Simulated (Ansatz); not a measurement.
Ansatz (a first-principles code) input (HF/def2-TZVPP):

Ansatz 0.2 input:
```yaml
crystal:
  periodic: [false, false, false]
  atoms:
    - {symbol: S, position_ang: [0.00184013, 0.00030176, 0.10309296]}
    - {symbol: H, position_ang: [-0.00752722, 0.96781232, -0.82771199]}
    - {symbol: H, position_ang: [-0.02191490, -0.97264043, -0.82177540]}
basis:
  gaussian:
    orbitals: def2-TZVPP
hamiltonian:
  xc: {name: HF}
accuracy: high
magnetization: {spin_polarized: false}
```

Output:

```
Functional definition: HF
integrals: 0.05 GiB planned
1090 factors; integrals over basis functions are off by at most 3.2e-9 eV
mean field: 0.12 GiB planned
mean field evaluation 1: about -10848.8158 eV, gradient 1.1e1 eV
mean field evaluation 2: about -10848.8160 eV, gradient 1.1e1 eV
mean field evaluation 4: about -10849.3737 eV, gradient 1.4e0 eV
mean field evaluation 8: about -10849.3874 eV, gradient 1.7e-5 eV
mean field evaluation 16: about -10849.3874 eV, gradient 1.5e-8 eV
mean field -10849.38738423 eV, -398.7076323914 hartree, gradient 1.5e-8 eV, S^2 0.000000; 0 other end points of the search recorded, 0 dependent functions left out
reference -10849.38738423 eV, -398.7076323914 hartree; 9, 9 occupied and 61, 61 virtual orbitals, 1090 factors
Total energy: -10849.38738423 eV, -398.7076323914 hartree
```
